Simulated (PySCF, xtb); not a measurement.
C4H6, SMILES C(=C)C=C.

The structure is a stationary point at B3LYP-D3(BJ)/def2-SVP. One conformer was computed; it need not be the lowest.

Computed with C-PCM-M06-2X/def2-SVP in PySCF 2.14.0.

The values are the electrostatic part of the solvation free energy, E(continuum) − E(gas) at the gas-phase geometry, in a cavity of scaled van der Waals radii (PySCF's table); cavitation and dispersion terms are not included. In vacuum the orbital gap is 7.96 eV. The dipole moment in vacuum is 0.00 D.

**Question.** Estimate the values in water (ε = 78.36), cyclohexanone (ε = 15.62), n-hexane (ε = 1.88). (An estimate is asked for; the answer gives what the named calculation found.)

**Answer.** 
| solvent | ε | ΔG(elec) (kcal/mol) | dipole (D) | gap (eV) |
|---|---|---|---|---|
| water | 78.36 | -2.2 | 0.00 | 7.97 |
| cyclohexanone | 15.62 | -2.0 | 0.00 | 7.97 |
| n-hexane | 1.88 | -1.0 | 0.00 | 7.97 |

For comparison, GFN2-xTB/ALPB(water) (xtb, at the GFN2-xTB geometry, all terms of that model) gives -0.5 kcal/mol.
